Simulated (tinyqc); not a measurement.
Inside a calculation. Method: UHF in the sto-3g basis, for CH2, spin multiplicity 3. One step of it, computed by the program tinyqc.

Problem. Iteration 2: building the Fock matrix. J_ij = sum D_kl (ij|kl) with D = D(alpha) + D(beta), K_ij = sum D_kl (ik|jl) for each spin; F = H + J - K(s); E = tr D H + tr D J / 2 - 0.5 sum_s tr D(s) K(s) + E_nn.

D(alpha) after iteration 1:
```
            1C 1s      1C 2s    1C 2px     1C 2py     1C 2pz      2H 1s      3H 1s
1C 1s    1.035926  -0.142175  0.000000   0.002597   0.062746  -0.072618  -0.069614
1C 2s   -0.142175   0.614390  0.000000  -0.010431  -0.238124   0.175155   0.171688
1C 2px   0.000000   0.000000  1.000000   0.000000   0.000000   0.000000   0.000000
1C 2py   0.002597  -0.010431  0.000000   0.518051  -0.003052   0.211388  -0.215151
1C 2pz   0.062746  -0.238124  0.000000  -0.003052   0.864333   0.101667   0.101006
2H 1s   -0.072618   0.175155  0.000000   0.211388   0.101667   0.205613  -0.001617
3H 1s   -0.069614   0.171688  0.000000  -0.215151   0.101006  -0.001617   0.199431
```

D(beta) after iteration 1:
```
            1C 1s      1C 2s    1C 2px     1C 2py     1C 2pz      2H 1s      3H 1s
1C 1s    1.018244  -0.077428  0.000000   0.002066  -0.048515  -0.077822  -0.074671
1C 2s   -0.077428   0.375233  0.000000  -0.008568   0.157307   0.195746   0.191915
1C 2px   0.000000   0.000000  0.000000   0.000000   0.000000   0.000000   0.000000
1C 2py   0.002066  -0.008568  0.000000   0.503144  -0.006298   0.210530  -0.214456
1C 2pz  -0.048515   0.157307  0.000000  -0.006298   0.066867   0.080531   0.080757
2H 1s   -0.077822   0.195746  0.000000   0.210530   0.080531   0.217683  -0.006830
3H 1s   -0.074671   0.191915  0.000000  -0.214456   0.080757  -0.006830   0.211731
```

core Hamiltonian H = T + V (hartree):
```
             1C 1s      1C 2s     1C 2px     1C 2py     1C 2pz      2H 1s      3H 1s
1C 1s   -18.590687  -4.484028   0.000000  -0.000739  -0.012245  -0.774873  -0.700941
1C 2s    -4.484028  -5.536777   0.000000  -0.006749  -0.134029  -1.902347  -1.776870
1C 2px    0.000000   0.000000  -4.428142   0.000000   0.000000   0.000000   0.000000
1C 2py   -0.000739  -0.006749   0.000000  -4.566171  -0.003064  -1.443119   1.366787
1C 2pz   -0.012245  -0.134029   0.000000  -0.003064  -4.473110  -0.848535  -0.804534
2H 1s    -0.774873  -1.902347   0.000000  -1.443119  -0.848535  -3.206786  -0.375746
3H 1s    -0.700941  -1.776870   0.000000   1.366787  -0.804534  -0.375746  -3.126667
```

Two-electron integrals (ij|kl) in chemists' order, unique and non-zero (hartree):
```
(11|11) 3.541948    (21|11) 0.576921    (21|21) 0.111888    (22|11) 0.854682
(22|21) 0.205284    (22|22) 0.624709    (31|31) 0.020296    (32|31) 0.030858
(32|32) 0.137996    (33|11) 0.852436    (33|21) 0.205335    (33|22) 0.624568
(33|33) 0.672833    (41|41) 0.020296    (42|41) 0.030858    (42|42) 0.137996
(43|43) 0.036269    (44|11) 0.852436    (44|21) 0.205335    (44|22) 0.624568
(44|33) 0.600295    (44|44) 0.672833    (51|51) 0.020296    (52|51) 0.030858
(52|52) 0.137996    (53|53) 0.036269    (54|54) 0.036269    (55|11) 0.852436
(55|21) 0.205335    (55|22) 0.624568    (55|33) 0.600295    (55|44) 0.600295
(55|55) 0.672833    (61|11) 0.099063    (61|21) 0.019109    (61|22) 0.035039
(61|33) 0.034921    (61|41) 0.000995    (61|42) 0.001868    (61|44) 0.035198
(61|51) 0.000568    (61|52) 0.001066    (61|54) 0.000158    (61|55) 0.035011
(61|61) 0.003335    (62|11) 0.255377    (62|21) 0.062245    (62|22) 0.210680
(62|33) 0.205469    (62|41) 0.005132    (62|42) 0.036551    (62|44) 0.217107
(62|51) 0.002929    (62|52) 0.020858    (62|54) 0.006641    (62|55) 0.209259
(62|61) 0.011101    (62|62) 0.096055    (63|31) 0.006098    (63|32) 0.032865
(63|43) 0.006995    (63|53) 0.003992    (63|63) 0.011284    (64|11) 0.195154
(64|21) 0.048156    (64|22) 0.172823    (64|33) 0.164194    (64|41) 0.009528
(64|42) 0.060454    (64|44) 0.187014    (64|51) 0.001957    (64|52) 0.015743
(64|54) 0.009031    (64|55) 0.167069    (64|61) 0.008958    (64|62) 0.093475
(64|64) 0.100595    (65|11) 0.111363    (65|21) 0.027480    (65|22) 0.098620
(65|33) 0.093696    (65|41) 0.001957    (65|42) 0.015743    (65|44) 0.098735
(65|51) 0.007215    (65|52) 0.041849    (65|54) 0.009870    (65|55) 0.103320
(65|61) 0.005112    (65|62) 0.053341    (65|64) 0.050964    (65|65) 0.040366
(66|11) 0.416610    (66|21) 0.103245    (66|22) 0.398685    (66|33) 0.377979
(66|41) 0.010178    (66|42) 0.098940    (66|44) 0.424438    (66|51) 0.005808
(66|52) 0.056459    (66|54) 0.026511    (66|55) 0.393107    (66|61) 0.018631
(66|62) 0.235773    (66|64) 0.252694    (66|65) 0.144198    (66|66) 0.774606
(71|11) 0.089560    (71|21) 0.017278    (71|22) 0.031691    (71|33) 0.031586
(71|41) -0.000891   (71|42) -0.001676   (71|44) 0.031832    (71|51) 0.000509
(71|52) 0.000957    (71|54) -0.000140   (71|55) 0.031666    (71|61) 0.002920
(71|62) 0.009415    (71|64) 0.006976    (71|65) 0.004344    (71|66) 0.015554
(71|71) 0.002725    (72|11) 0.237470    (72|21) 0.057911    (72|22) 0.196846
(72|33) 0.191930    (72|41) -0.004762   (72|42) -0.034370   (72|44) 0.202905
(72|51) 0.002719    (72|52) 0.019623    (72|54) -0.006266   (72|55) 0.195508
(72|61) 0.009684    (72|62) 0.061940    (72|64) 0.043918    (72|65) 0.033508
(72|66) 0.116623    (72|71) 0.009339    (72|72) 0.084971    (73|31) 0.005589
(73|32) 0.030377    (73|43) -0.006520   (73|53) 0.003722    (73|63) 0.006658
(73|73) 0.009798    (74|11) -0.183742   (74|21) -0.045354   (74|22) -0.163466
(74|33) -0.155348   (74|41) 0.008796    (74|42) 0.056528    (74|44) -0.176781
(74|51) -0.001831   (74|52) -0.014930   (74|54) 0.008514    (74|55) -0.158084
(74|61) -0.007271   (74|62) -0.044696   (74|64) -0.026094   (74|65) -0.023748
(74|66) -0.079938   (74|71) -0.007616   (74|72) -0.083663   (74|74) 0.090675
(75|11) 0.104902    (75|21) 0.025894    (75|22) 0.093326    (75|33) 0.088692
(75|41) -0.001831   (75|42) -0.014930   (75|44) 0.093484    (75|51) 0.006634
(75|52) 0.038901    (75|54) -0.009256   (75|55) 0.097698    (75|61) 0.004522
(75|62) 0.033817    (75|64) 0.023592    (75|65) 0.024578    (75|66) 0.067197
(75|71) 0.004348    (75|72) 0.047765    (75|74) -0.046174   (75|75) 0.036160
(76|11) 0.046418    (76|21) 0.011358    (76|22) 0.039942    (76|33) 0.038888
(76|41) -0.000009   (76|42) -0.000112   (76|44) 0.040130    (76|51) 0.000893
(76|52) 0.006857    (76|54) -0.000026   (76|55) 0.040766    (76|61) 0.001974
(76|62) 0.016045    (76|64) 0.013602    (76|65) 0.009822    (76|66) 0.036494
(76|71) 0.001787    (76|72) 0.015203    (76|74) -0.013131   (76|75) 0.009397
(76|76) 0.003392    (77|11) 0.403318    (77|21) 0.099985    (77|22) 0.388128
(77|33) 0.368258    (77|41) -0.009614   (77|42) -0.095249   (77|44) 0.412811
(77|51) 0.005489    (77|52) 0.054380    (77|54) -0.025436   (77|55) 0.382780
(77|61) 0.016661    (77|62) 0.121771    (77|64) 0.082173    (77|65) 0.069422
(77|66) 0.238220    (77|71) 0.016293    (77|72) 0.219763    (77|74) -0.238053
(77|75) 0.135909    (77|76) 0.036494    (77|77) 0.774606
```

nuclear repulsion = 5.21297522 hartree

Give: Coulomb J; exchange K(alpha); exchange K(beta); F(alpha); F(beta); total energy of this density.

Solution.

Coulomb J (hartree):
```
          1C 1s   1C 2s  1C 2px   1C 2py  1C 2pz   2H 1s    3H 1s
1C 1s   11.4341  2.2065  0.0000   0.0002  0.0124  0.3785   0.3422
1C 2s    2.2065  5.0913  0.0000   0.0026  0.1094  1.7319   1.6168
1C 2px   0.0000  0.0000  5.0453   0.0000  0.0000  0.0000   0.0000
1C 2py   0.0002  0.0026  0.0000   5.1425  0.0010  1.4282  -1.3487
1C 2pz   0.0124  0.1094  0.0000   0.0010  5.0696  0.8353   0.7893
2H 1s    0.3785  1.7319  0.0000   1.4282  0.8353  3.4031   0.3286
3H 1s    0.3422  1.6168  0.0000  -1.3487  0.7893  0.3286   3.3180
```

exchange K(alpha) (hartree):
```
         1C 1s    1C 2s  1C 2px   1C 2py   1C 2pz   2H 1s    3H 1s
1C 1s   3.6103   0.6624  0.0000   0.0002   0.0036  0.1168   0.1058
1C 2s   0.6624   0.9693  0.0000   0.0005  -0.0518  0.3991   0.3765
1C 2px  0.0000   0.0000  0.8519   0.0000   0.0000  0.0000   0.0000
1C 2py  0.0002   0.0005  0.0000   0.7487   0.0016  0.3146  -0.3026
1C 2pz  0.0036  -0.0518  0.0000   0.0016   0.8240  0.1713   0.1638
2H 1s   0.1168   0.3991  0.0000   0.3146   0.1713  0.5079   0.0828
3H 1s   0.1058   0.3765  0.0000  -0.3026   0.1638  0.0828   0.4798
```

exchange K(beta) (hartree):
```
          1C 1s   1C 2s  1C 2px   1C 2py   1C 2pz   2H 1s    3H 1s
1C 1s    3.5583  0.6108  0.0000   0.0001  -0.0017  0.1057   0.0956
1C 2s    0.6108  0.6096  0.0000   0.0021   0.2187  0.3425   0.3243
1C 2px   0.0000  0.0000  0.1225   0.0000   0.0000  0.0000   0.0000
1C 2py   0.0001  0.0021  0.0000   0.6500  -0.0007  0.3020  -0.2907
1C 2pz  -0.0017  0.2187  0.0000  -0.0007   0.2168  0.1680   0.1608
2H 1s    0.1057  0.3425  0.0000   0.3020   0.1680  0.4946   0.0707
3H 1s    0.0956  0.3243  0.0000  -0.2907   0.1608  0.0707   0.4697
```

F(alpha) (hartree):
```
           1C 1s    1C 2s   1C 2px   1C 2py   1C 2pz    2H 1s    3H 1s
1C 1s   -10.7669  -2.9399   0.0000  -0.0007  -0.0035  -0.5132  -0.4646
1C 2s    -2.9399  -1.4149   0.0000  -0.0047   0.0271  -0.5696  -0.5366
1C 2px    0.0000   0.0000  -0.2347   0.0000   0.0000   0.0000   0.0000
1C 2py   -0.0007  -0.0047   0.0000  -0.1724  -0.0037  -0.3295   0.3206
1C 2pz   -0.0035   0.0271   0.0000  -0.0037  -0.2275  -0.1845  -0.1791
2H 1s    -0.5132  -0.5696   0.0000  -0.3295  -0.1845  -0.3116  -0.1299
3H 1s    -0.4646  -0.5366   0.0000   0.3206  -0.1791  -0.1299  -0.2884
```

F(beta) (hartree):
```
           1C 1s    1C 2s  1C 2px   1C 2py   1C 2pz    2H 1s    3H 1s
1C 1s   -10.7150  -2.8883  0.0000  -0.0007   0.0018  -0.5021  -0.4544
1C 2s    -2.8883  -1.0551  0.0000  -0.0063  -0.2434  -0.5130  -0.4844
1C 2px    0.0000   0.0000  0.4947   0.0000   0.0000   0.0000   0.0000
1C 2py   -0.0007  -0.0063  0.0000  -0.0737  -0.0013  -0.3170   0.3088
1C 2pz    0.0018  -0.2434  0.0000  -0.0013   0.3797  -0.1813  -0.1761
2H 1s    -0.5021  -0.5130  0.0000  -0.3170  -0.1813  -0.2983  -0.1179
3H 1s    -0.4544  -0.4844  0.0000   0.3088  -0.1761  -0.1179  -0.2784
```

total energy of this density = -38.238572 hartree

This density is a damped mixture and is not idempotent.
